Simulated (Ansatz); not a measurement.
**SiC, pressure series**

Consider SiC in the zinc blende structure (space group F-43m, No. 216; a = 4.3290 Å).

Cell and atoms are relaxed at each pressure.

Computed with LDA, PAW, 420 eV (Ansatz, an electronic-structure program; spin-orbit coupling left out).

| P (GPa) | V (Å³/atom) |
|---|---|
| -2.00 | 10.231 |
| -1.00 | 10.185 |
| 0.89 | 10.102 |
| 4.50 | 9.951 |
| 15.00 | 9.565 |
| 22.50 | 9.328 |
| 30.00 | 9.115 |

Problem. Fit a third-order Birch–Murnaghan equation of state.

Solution. Least squares on P(V) = (3B₀/2)[(V₀/V)^(7/3) − (V₀/V)^(5/3)]·[1 + (3/4)(B₀′ − 4)((V₀/V)^(2/3) − 1)] gives V₀ = 10.14 Å³/atom, B₀ = 230 GPa and B₀′ = 3.8.

Measured bulk modulus of SiC: 229.1 GPa (static lattice; corrected from measurement; as listed in Daniel Mejia-Rodriguez, S. B. Trickey, Phys. Rev. B (2018)); the computed value is 0 % above it.

Between the base and pressure 22.5 GPa the gap moves from 1.30 eV to 1.22 eV, a mean slope of -3.4 meV/GPa.

Load acts through the strain it causes; cell and atoms are relaxed under it. Stability against distortions was not tested. No other phases were tried under pressure.
